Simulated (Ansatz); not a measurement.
# A ladder of methods for AlH3Cl− (SMILES [H][Al-]([H])([H])[Cl])

AlH3Cl− has 5 atoms, charge -1, and is taken as a singlet. As SMILES, `[H][Al-]([H])([H])[Cl]`. Geometry: a GFN2-xTB relaxation, a rough one for these elements and not checked as a minimum.

```xyz
5

Al   -0.0024    0.0004   -0.1342
Cl    0.0138   -0.0184    1.9618
H     1.5321    0.0117   -0.6170
H    -0.7754    1.3344   -0.5904
H    -0.7681   -1.3281   -0.6202
```

Each level gives the energy change with the Al1–H4 bond stretched from 1.608 to 3.216 Å (eV). The values are calculated.

```tsv
level	kind	program	value (eV)	CPU time (all runs)
HF/STO-3G (restricted)	Hartree–Fock	Ansatz	7.05	0.2 s
r2SCAN/STO-3G (restricted)	meta-GGA	Ansatz	5.48	2.8 s
B3LYP/STO-3G (restricted)	global hybrid	Ansatz	5.55	1.8 s
BHLYP/STO-3G (restricted)	global hybrid	Ansatz	6.26	1.3 s
HSE06/STO-3G (restricted)	range-separated hybrid	Ansatz	5.76	1.9 s
wB97X/STO-3G (restricted)	range-separated hybrid	Ansatz	6.26	5.5 s
B2PLYP/STO-3G (restricted)	double hybrid	Ansatz	5.77	1.9 s
RPA@PBE/STO-3G (restricted)	RPA	Ansatz	5.17	1.8 s
MP2/STO-3G (restricted)	perturbation theory	Ansatz	6.36	0.22 s
CCSDTQ/STO-3G (restricted)	coupled cluster or CI	Ansatz	5.63	4.1 s
```

Sets without diffuse functions describe the anion poorly. The first shape isn't each level's own minimum. The values span 5.17 to 7.05 eV. All rows use very small basis sets, so even the best lies far from the true value. CPU times are rough (shared hosts, several kinds of processor): they show what a rung costs within a factor of a few.
